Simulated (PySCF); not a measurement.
**Two probes of the same atoms: core binding energy and nuclear shielding**

Compound: C4H7S (charge -1).
Geometry (PBE0-D3(BJ)/def2-SVP, Å), atoms numbered from 1 in this order:
```
atom  x, y, z in Å
C1    -1.6354   -0.1843    0.2901
C2    -0.7050    0.2211   -0.8543
C3     0.5529   -0.5932   -0.9107
C4     1.6077   -0.3703   -0.0768
S5     1.7479    0.8234    1.1579
H6    -1.0841   -0.0474    1.2342
H7    -1.9342   -1.2439    0.2114
H8    -2.5548    0.4302    0.3256
H9    -1.2487    0.1795   -1.8188
H10   -0.4106    1.2731   -0.6766
H11    0.6078   -1.4204   -1.6323
H12    2.4719   -1.0469   -0.2220
```

Binding energies: delta-SCF UKS SCAN, pcX-2 on the ionised atom, pcseg-1 elsewhere, spin-free X2C in PySCF. Shieldings: GIAO PBE0/pcSseg-1, non-relativistic, same geometry.

| atom | isotropic shielding (ppm) |
| --- | --- |
| C1 | 169.6 |
| C2 | 159.4 |
| C3 | 69.2 |
| C4 | 17.5 |

Problem. What are the C 1s binding energies of these atoms?

Solution. 
| atom | environment | C 1s (eV) | isotropic shielding (ppm) |
| --- | --- | --- | --- |
| C3 | carbon bonded to 2 C and H | 284.30 | 69.2 |
| C4 | alkene CH carbon | 285.23 | 17.5 |
| C2 | allylic carbon | 285.94 | 159.4 |
| C1 | methyl carbon | 286.12 | 169.6 |

Problem. Among the listed atoms, is the one with the highest binding energy also the least shielded?

Solution. No. The highest binding energy is at C1 (286.12 eV, shielding 169.6 ppm), the lowest shielding at C4 (17.5 ppm, 285.23 eV).

By binding energy: C3 < C4 < C2 < C1. By shielding: C4 < C3 < C2 < C1.

Spin contamination (⟨S²⟩ against 0.75 for a pure doublet) is marked for C 1s of C4 (0.89), which makes this value less certain. The species carries charge -1, so core ionisation leaves a neutral species. The basis sets have no added diffuse functions. Geometry: PBE0-D3(BJ)/def2-SVP, one conformer, isolated ion.
